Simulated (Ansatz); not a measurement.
Total energies of H5Si2 (`[SiH2][SiH3]`) radical.

Cartesian coordinates in Å:
```
Si 0.947 -0.805 0.604
Si -0.637 0.701 -0.188
H 0.437 -2.188 0.806
H 2.212 -0.839 -0.180
H -0.031 2.058 -0.239
H -1.133 0.352 -1.549
H -1.795 0.721 0.745
```

Charge 0, multiplicity 2. The structure was optimised at the PBE0-D4/def2-TZVP level. Basis def2-TZVPP, Ansatz 0.2.0.

RPA on PBE orbitals: Hartree–Fock energy of these orbitals -580.71420 Eh, correlation -0.51236 Eh (frozen core).

```json
{"functional": "r2SCAN", "energy without D4 (Eh)": "-581.89042", "D4 term (kJ/mol)": "-2.7"}
{"functional": "ωB97X-V", "energy without D4 (Eh)": "-581.85000", "D4 term (kJ/mol)": "–"}
```

(1) Give the same for LDA (SPW92), PBE, revPBE, BLYP, B97M-V, PBE0, B3LYP, r2SCANh, r2SCAN0, HSE06 (plane-wave form), BHLYP, CAM-B3LYP, LC-ωPBE, ωB97M-V, B2PLYP, PBE-QIDH. (An estimate is asked.)

B3LYP takes the VWN-RPA correlation (the form of Gaussian; ORCA's B3LYP/G). HSE06 is the plane-wave form, built on full-range PBE exchange. The double hybrids freeze the cores in their second-order part.

Answers

(1) Ansatz gave: 
| functional | energy without D4 (Eh) | D4 term (kJ/mol) |
| --- | --- | --- |
| LDA (SPW92) | -579.56592 | – |
| PBE | -581.63392 | -11.9 |
| revPBE | -581.82785 | -33.6 |
| BLYP | -581.92958 | -26.0 |
| B97M-V | -581.79701 | – |
| PBE0 | -581.69677 | -10.0 |
| B3LYP | -581.99496 | -19.4 |
| r2SCANh | -581.88765 | -2.9 |
| r2SCAN0 | -581.88407 | -3.3 |
| HSE06 (plane-wave form) | -581.68274 | -9.4 |
| BHLYP | -581.94446 | -16.1 |
| CAM-B3LYP | -581.95224 | -10.3 |
| LC-ωPBE | -581.76528 | – |
| ωB97M-V | -581.87855 | – |
| B2PLYP | -581.69441 | – |
| PBE-QIDH | -581.52286 | – |

LC-ωPBE has ω = 0.4 bohr⁻¹.
